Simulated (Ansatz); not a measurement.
# Pulling the pair apart

The pair of OH⁻ (SMILES [OH-], atoms 1–2) and SiH4O (SMILES [SiH3]O, atoms 3–8), both closed shells, in one local arrangement (a lower one may exist), relaxed at PBE0-D4/def2-TZVPD:

| atom | x (Å) | y (Å) | z (Å) |
| --- | --- | --- | --- |
| O1 | -0.9384 | 0.2288 | -1.3036 |
| H2 | -0.6108 | 1.0327 | -1.7164 |
| Si3 | -0.1086 | 0.1049 | 0.1984 |
| O4 | 1.4023 | -0.6769 | 0.4558 |
| H5 | -0.7755 | 0.7491 | 1.4173 |
| H6 | 0.6956 | 1.4230 | -0.1412 |
| H7 | -0.8553 | -1.2688 | 0.4330 |
| H8 | 1.1905 | -1.5927 | 0.6567 |

SiH4O is shifted rigidly along the line between the mean atom positions of the two fragments (negative: closer). Counterpoise interaction energies in kcal/mol. Ansatz 0.2.0; basis: def2-TZVPPD; cores frozen in the correlated methods. B3LYP uses VWN-RPA correlation.

| shift (Å) | PBE-D4 | PBE0-D4 | B3LYP-D4 |
| --- | --- | --- | --- |
| -0.17 | -83.05 | -92.20 | -87.06 |
| -0.09 | -91.36 | -99.62 | -94.87 |
| 0.00 | -94.27 | -101.64 | -97.27 |
| 0.09 | -93.68 | -100.18 | -96.18 |
| 0.21 | -89.41 | -94.71 | -91.24 |
| 0.43 | -77.07 | -80.38 | -77.84 |
| 0.86 | -53.76 | -54.22 | -53.20 |
| 1.72 | -27.54 | -25.04 | -25.49 |

Problem. What does CCSD(T) give at these shifts? (To be estimated.)

Solution. The calculation gives: -87.05, -95.25, -97.84, -96.79, -91.69, -77.63, -51.43, -22.15 kcal/mol. For zero shift, CCSD(T) at an estimated basis limit (MP2 extrapolated from triple and quadruple zeta, plus CCSD(T) − MP2 in triple zeta) gives -100.95 kcal/mol. These are counterpoise interaction energies, counted from the two frozen fragments.

No T1 diagnostic of these runs exceeds 0.023.

For scale, one of the runs: CCSD(T)/def2-TZVPPD, 213 basis functions, launched by `ansatz run in.yaml --threads 4 --pin off --events-out ev --progress --plain --max-ram 9574MiB`. Time: 58 s of wall clock on 4 CPU threads of an Arm Neoverse V1; the host was shared. Peak host memory: 3 GiB.
